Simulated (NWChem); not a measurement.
Correlation energy of hydrogen fluoride (HF)

```xyz
2

F      0.0000     0.0000     0.0925
H      0.0000     0.0000    -0.8323
```
Charge 0, spin multiplicity 1.

All runs are NWChem calculations. The geometry was optimised at B3LYP/def2-SVP, a minimum by its harmonic frequencies.

Basis set: def2-QZVP. Each correlation energy counts from its own Hartree-Fock reference.

```csv
method,correlation energy (mHa),difference from CCSD(T)
MP2,-297.1,+7.9
SCS-MP2,-293.1,+11.9
CR-CCSD[T],-304.4,+0.6
CR-CCSD(T),-304.1,+0.9
CCSD,-297.1,+7.9
CCSD+T(CCSD),-305.3,-0.3
CCSD(T),-305.0,0.0
```

The values span 12.3 mHa, from CCSD+T(CCSD) (lowest) to SCS-MP2 (highest). 

The correlated methods keep 1 core orbital frozen. No row is a measurement; the coupled-cluster row has its own basis-set and correlation limits.
